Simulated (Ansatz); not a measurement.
High-frequency dielectric constant of some tetrahedrally bonded semiconductors and semimetals

Method: PBE-D3(BJ) (PAW; Ansatz, a program for electronic structure). References are measured values at room or unstated temperature, uncorrected unless marked, so that the deviations hold thermal and zero-point effects besides the level's error. The table is a random draw of 6 from 7 solids with such references.

```
solid                               reference  PBE-D3(BJ)  deviation (%)
----------------------------------  ---------  ----------  -------------
zinc-blende AlP                          7.54        8.07           +7.0
diamond                                   5.7        5.83           +2.3
3C-SiC                                   6.52        6.94           +6.4
wurtzite AlN                             4.18        4.51           +7.9
cubic BN                                  4.5           ?              ?
zinc-blende GaN (metastable phase)        5.3        6.01          +13.4
```

Task: Estimate the withheld PBE-D3(BJ) value.

Result: The deviations of the other rows run from +2.3 % to +13.4 %, with a median of +7.0 %; carried to the reference 4.50 it gives 4.82. The run gives 4.60 (+2.2 %), -4.6 % from the estimate, outside the range of the other rows; the row was drawn at random, and such an estimate is rough. Over these 6 solids the mean deviation is +6.5 %, the mean absolute deviation 6.5 % (median 6.7 %), and the worst case zinc-blende GaN (metastable phase) at +13.4 %; the value is above the reference in 6 of 6 cases. Over all 7, from unrounded values, the mean deviation is +6.9 % and the mean absolute deviation 6.9 % (median 7.1 %).

Differences are worked out from the printed values.

Each level is taken at its own relaxed cell. Ansatz's density-functional and Hartree–Fock values are scalar-relativistic unless marked +SOC, with PAW data made under PBE.

Not in this set, of the tetrahedrally bonded semiconductors and semimetals with a reference value in our tables and a result at some level: 14 for no value at PBE-D3(BJ) (not run, a failed fit, an unstable or unbound cell, or a value held back for tests); 1 for a structure that the level left (PBE-D3(BJ)). These can be a level's best or worst cases. At least 2 more with a reference value are held back for tests. Solids without a released value at any level aren't counted. Layered and molecular crystals are counted apart. The metals Ce to Yb are counted apart.

References as tabulated in Skone et al. (2014), arXiv:1501.03184; Skelton et al. (2020), arXiv:2005.00277.
